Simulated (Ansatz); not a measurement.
# SiPH₂ (quartet): wave-function methods side by side, cc-pVTZ

One table from this session's results is given with a row withheld; the runs are named, their logs left out.

The runs use Ansatz 0.2.0, Gaussian basis; cc-pVTZ, core rule «outside noble gas», up to 10 orbitals frozen.

Plan: UHF; CCSD(T) on ROHF; CCSD(T) on UHF; BCCD(T) on ROHF; CCSDT(Q) on ROHF; CCSDT(Q) on UHF.

9 further runs of the same task are left out: 4 for a known fault of the program, 5 set aside as unsound or not needed.

## The geometry

The geometry is a PBE0/def2-TZVP stationary point (not a proven minimum) of the parent state, kept for this charge and spin.

4 atoms, charge 0, spin multiplicity 4.

Atoms are counted from 1 here; the program's logs count them from 0.

Bond lengths: Si1–P2 2.059 Å, Si1–H3 1.485 Å, Si1–H4 1.485 Å. Angles: P2–Si1–H3 124.2°, P2–Si1–H4 124.2°, H3–Si1–H4 111.6°.

Set-up of the first run:

Contents of in.yaml:

```yaml
crystal:
  periodic: [false, false, false]
  atoms:
    - {symbol: Si, position_ang: [0.000000, 0.000000, 1.016675]}
    - {symbol: P, position_ang: [0.000000, 0.000000, -1.042393]}
    - {symbol: H, position_ang: [0.000000, 1.227985, 1.851803]}
    - {symbol: H, position_ang: [0.000000, -1.227985, 1.851803]}
basis:
  gaussian: {orbitals: cc-pVTZ}
magnetization: {spin_polarized: true, initial_magnetization: 3}
hamiltonian: {xc: hf}
output: {orbitals: {seedname: orbitals}}
```

On the command line:

```sh
> ansatz run in.yaml --threads 1 --pin off --events-out ev --progress --plain --max-ram 2560MiB --backend cpu
```

Among the steps run: UHF; CCSD(T) on ROHF; CCSD(T) on UHF; BCCD(T) on ROHF; CCSDT(Q) on ROHF; CCSDT(Q) on UHF.

One table of the session follows, with a row left open; its other results are not shown here.

It belongs to the step «Misses and costs». 

```
   method  from UCCSDT(Q) (meV)
     ROHF               +7269.9
      UHF               +6988.5
     RMP2               +1347.0
     UMP2               +1423.5
    RCCSD                +336.1
    UCCSD                +326.0
 RCCSD(T)                     ?
 UCCSD(T)                 +58.3
  BCCD(T)                 +58.3
   RCCSDT                 +14.9
   UCCSDT                 +12.4
RCCSDT(Q)                  +2.3
UCCSDT(Q)                     0
```

Estimate the missing values for RCCSD(T).

The run gave: from UCCSDT(Q) (meV): +58.1. In the column «from UCCSDT(Q) (meV)» it lies between RCCSDT (+14.9) and UCCSD(T) (+58.3).

Caveats from the session: Restricted and unrestricted rows rest on different reference determinants; where their highest levels disagree by more than a few hundredths of an eV, they describe different states and don't form one ladder.
